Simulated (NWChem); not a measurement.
The numbers come from NWChem runs, not from measurements. System: S (-1), charge -1, spin multiplicity 2. Its SCF solution wasn't tested for a lower state. Level: UMP2/aug-cc-pVTZ, 5 core orbitals frozen.

NWChem printed:

```
             Northwest Computational Chemistry Package (NWChem) 7.3.0
             --------------------------------------------------------

                                NWChem Input Module
                                -------------------

 Scaling coordinates for geometry "geometry" by  1.889725989
 (inverse scale =  0.529177249)

                             Geometry "geometry" -> ""
                             -------------------------

 Output coordinates in angstroms (scale by  1.889725989 to convert to a.u.)

  No.       Tag          Charge          X              Y              Z
 ---- ---------------- ---------- -------------- -------------- --------------
    1 S                   16.0000     0.00000000     0.00000000     0.00000000

 Effective nuclear repulsion energy (a.u.)       0.0000000000

            Nuclear Dipole moment (a.u.)
            ----------------------------
        X                 Y               Z
 ---------------- ---------------- ----------------
     0.0000000000     0.0000000000     0.0000000000

      Symmetry information
      --------------------

 Group name             D2h
 Group number             26
 Group order               8
 No. of unique centers     1

      Symmetry unique atoms

     1


 Summary of "ao basis" -> "" (spherical)
 ------------------------------------------------------------------------------
       Tag                 Description            Shells   Functions and Types
 ---------------- ------------------------------  ------  ---------------------
 *                        aug-cc-pvtz                 on all atoms

 Summary of "ao basis" -> "ao basis" (spherical)
 ------------------------------------------------------------------------------
       Tag                 Description            Shells   Functions and Types
 ---------------- ------------------------------  ------  ---------------------
 S                        aug-cc-pvtz               16       50   6s5p3d2f

                                 NWChem SCF Module
                                 -----------------

  ao basis        = "ao basis"
  functions       =    50
  atoms           =     1
  alpha electrons =     9
  beta  electrons =     8
  charge          =  -1.00
  wavefunction    = UHF
  use symmetry    = T
  symmetry adapt  = T

 Summary of "ao basis" -> "ao basis" (spherical)
 ------------------------------------------------------------------------------
       Tag                 Description            Shells   Functions and Types
 ---------------- ------------------------------  ------  ---------------------
 S                        aug-cc-pvtz               16       50   6s5p3d2f

      Symmetry analysis of basis
      --------------------------

        ag         12
        au          2
        b1g         3
        b1u         9
        b2g         3
        b2u         9
        b3g         3
        b3u         9

 Forming initial guess at       0.1s

   Symmetry analysis of molecular orbitals - initial alpha
   -------------------------------------------------------

  Numbering of irreducible representations:

     1 ag          2 au          3 b1g         4 b1u         5 b2g
     6 b2u         7 b3g         8 b3u

  Orbital symmetries:

     1 ag          2 ag          3 b1u         4 b3u         5 b2u
     6 ag          7 b1u         8 b3u         9 b2u        10 b1u
    11 b3u        12 b2u        13 ag         14 ag         15 b3g
    16 b2g        17 b1g        18 ag         19 b1u

   Symmetry analysis of molecular orbitals - initial beta
   ------------------------------------------------------

  Numbering of irreducible representations:

     1 ag          2 au          3 b1g         4 b1u         5 b2g
     6 b2u         7 b3g         8 b3u

  Orbital symmetries:

     1 ag          2 ag          3 b1u         4 b2u         5 b3u
     6 ag          7 b2u         8 b3u         9 b1u        10 b3u
    11 b2u        12 b1u        13 ag         14 ag         15 b1g
    16 b2g        17 b3g        18 ag         19 b3u

 Starting SCF solution at       0.1s

 ----------------------------------------------
         Quadratically convergent UHF

 Convergence threshold     :          1.000E-07
[...]
    21      1.026947  1 S  pz                12      0.277306  1 S  pz
    18     -0.186275  1 S  pz

 Vector   10  Occ=0.000000D+00  E= 2.615779D-01  Symmetry=b3u
              MO Center= -4.9D-20,  6.9D-35, -2.1D-37, r^2= 1.3D+01
   Bfn.  Coefficient  Atom+Function         Bfn.  Coefficient  Atom+Function
  ----- ------------  ---------------      ----- ------------  ---------------
    19      1.330309  1 S  px                16     -0.780054  1 S  px

 Vector   11  Occ=0.000000D+00  E= 2.615779D-01  Symmetry=b2u
              MO Center= -2.2D-19,  5.2D-17, -5.1D-31, r^2= 1.3D+01
   Bfn.  Coefficient  Atom+Function         Bfn.  Coefficient  Atom+Function
  ----- ------------  ---------------      ----- ------------  ---------------
    20      1.330309  1 S  py                17     -0.780054  1 S  py

 center of mass
 --------------
 x =   0.00000000 y =   0.00000000 z =   0.00000000

 moments of inertia (a.u.)
 ------------------
           0.000000000000           0.000000000000           0.000000000000
           0.000000000000           0.000000000000           0.000000000000
           0.000000000000           0.000000000000           0.000000000000

  Mulliken analysis of the total density
  --------------------------------------

    Atom       Charge   Shell Charges
 -----------   ------   -------------------------------------------------------
    1 S   16    17.00   2.00  1.90  1.12  0.18  0.73  0.07  5.81  2.30  0.79  1.75  0.34  0.00  0.00  0.00  0.00  0.00

  Mulliken analysis of the alpha density
  --------------------------------------

    Atom       Charge   Shell Charges
 -----------   ------   -------------------------------------------------------
    1 S   16     9.00   1.00  0.95  0.57  0.09  0.37  0.03  2.91  1.43  0.47  1.03  0.16  0.00  0.00  0.00  0.00  0.00

   Mulliken analysis of the beta density
   -------------------------------------

    Atom       Charge   Shell Charges
 -----------   ------   -------------------------------------------------------
    1 S   16     8.00   1.00  0.95  0.55  0.09  0.37  0.04  2.91  0.88  0.33  0.71  0.17  0.00  0.00  0.00  0.00  0.00

   Mulliken analysis of the spin density
   -------------------------------------

    Atom       Charge   Shell Charges
 -----------   ------   -------------------------------------------------------
    1 S   16     1.00   0.00  0.00  0.02 -0.01  0.00 -0.01  0.00  0.55  0.14  0.32 -0.01 -0.00 -0.00 -0.00  0.00  0.00

       Multipole analysis of the density wrt the origin
       ------------------------------------------------

     L   x y z        total         alpha         beta         nuclear
     -   - - -        -----         -----         ----         -------
     0   0 0 0     -1.000000     -9.000000     -8.000000     16.000000

     1   1 0 0     -0.000000     -0.000000      0.000000      0.000000
     1   0 1 0      0.000000     -0.000000      0.000000      0.000000
     1   0 0 1     -0.000000     -0.000000     -0.000000      0.000000

     2   2 0 0    -15.442585     -7.958532     -7.484053      0.000000
     2   1 1 0     -0.000000     -0.000000     -0.000000      0.000000
     2   1 0 1     -0.000000     -0.000000      0.000000      0.000000
     2   0 2 0    -15.442585     -7.958532     -7.484053      0.000000
     2   0 1 1     -0.000000     -0.000000     -0.000000      0.000000
     2   0 0 2    -12.381458     -8.065577     -4.315881      0.000000

                   NWChem MP2 Semi-direct Energy/Gradient Module
                   ---------------------------------------------

  Basis functions       =     50
  Molecular orbitals    =     50
  Frozen core           =      5
  Frozen virtuals       =      0
  Active alpha occupied =      4
  Active beta occupied  =      3
  Active alpha virtual  =     41
  Active beta virtual   =     42
  Use MO symmetry       = T
  Use skeleton AO sym   = T

  AO/Fock/Back tols     =   1.0D-09  1.0D-09  1.0D-09

 GA uses MA = F    GA memory limited = T

 Available:
  local mem=  1.26D+08
 global mem=  1.44D+08
 local disk=  0.00D+00
  mp2_memr nvloc                    41
  nvloc new                    41
   1 passes of   4:        3145728                      13296                    715282.
   1 passes of   4: M    126154318           G      144174200           F     123008590.

 Semi-direct pass number   1 of   1  for UHF alpha       at        1.0s
  vrange nnbf                  1275
  mp2_eaftype                    10  avail_ma_in_mb                  1099
 EAF : mp2_eaftype filesize          10     357641.
  mp2_eaf for mointskh                     10
Node 0 wrote      1.7 Mb in      0.0 s     Agg I/O rate:  1271.9 Mb/s
 Done moints_semi at        2.5s
  mp2_eaftype                    10  avail_ma_in_mb                  1089
 EAF : mp2_eaftype filesize          10     357641.
  mp2_eaf for kh                    10
 Done maket at        2.5s
 Done multipass loop at        2.5s

 GA uses MA = F    GA memory limited = T

 Available:
  local mem=  1.26D+08
 global mem=  1.44D+08
 local disk=  0.00D+00
  mp2_memr nvloc                    42
  nvloc new                    42
   1 passes of   3:        3145728                      11397                    550552.
   1 passes of   3: M    126154318           G      144174200           F     123008590.

 Semi-direct pass number   1 of   1  for UHF beta        at        2.5s
  vrange nnbf                  1275
  mp2_eaftype                    10  avail_ma_in_mb                  1099
 EAF : mp2_eaftype filesize          10     275276.
  mp2_eaf for mointskh                     10
Node 0 wrote      1.3 Mb in      0.0 s     Agg I/O rate:  2308.2 Mb/s
 Done moints_semi at        3.8s
  mp2_eaftype                    10  avail_ma_in_mb                  1089
 EAF : mp2_eaftype filesize          10     275276.
  mp2_eaf for kh                    10
 Done maket at        3.8s
 Done multipass loop at        3.8s

          -------------------------------------------
          SCF energy                -397.542571580073
          Correlation energy          -0.156826324067
          Singlet pairs                0.000000000000
          Triplet pairs                0.000000000000
          Total MP2 energy          -397.699397904140
          -------------------------------------------

          ---------------------------------------------------
                    Spin Component Scaled (SCS) MP2
          Same spin pairs                     -0.036441794613
          Same spin scaling factor             0.333333333333
          Opposite spin pairs                 -0.120384529454
          Opposite spin scaling fact.          1.200000000000
          SCS-MP2 correlation energy          -0.156608700216
          Total SCS-MP2 energy              -397.699180280289
          ---------------------------------------------------

 -----------------------
 Performance information
 -----------------------

 Timer overhead =  1.98D-07 seconds/call

               Nr. of calls         CPU time (s)                 Wall time (s)                GFlops
             ---------------    -------------------     ------------------------------   -------------------
Name         Min   Avg   Max    Min     Avg     Max     Min     Avg     Max   Mx/calls   Min     Max     Sum
mp2: moin     2     2     2    2.8     2.8     2.8      2.8     2.8     2.8     1.4      0.0     0.0     0.0
mp2: make     2     2     2   1.76E-2 1.76E-2 1.76E-2  1.76E-2 1.76E-2 1.76E-2 8.80E-3   0.0     0.0     0.0
mp2: tota     1     1     1    2.9     2.9     2.9      2.9     2.9     2.9     2.9      0.0     0.0     0.0

 The average no. of pstat calls per process was 5.00D+00
 with a timing overhead of 9.89D-07s

 Task  times  cpu:        3.8s     wall:        3.8s

 Total times  cpu:        3.8s     wall:        3.8s
```

Q: Write an NWChem input that would produce this output.

A: One answer among several that fit: 
```
start mol
memory heap 200 mb stack 900 mb global 1100 mb
charge -1
geometry units angstroms nocenter noautoz
  S      0.000000     0.000000     0.000000
  symmetry group D2h
end
basis spherical
  * library aug-cc-pvtz
end
scf
  uhf
  nopen 1
  maxiter 100
  thresh 1e-7
  semidirect memsize 60000000 filesize 0
  # guess.movecs holds the orbitals of an unrestricted PBE0 run
  vectors input guess.movecs output mol.movecs
end
mp2
  freeze core 5
end
task mp2 energy
```
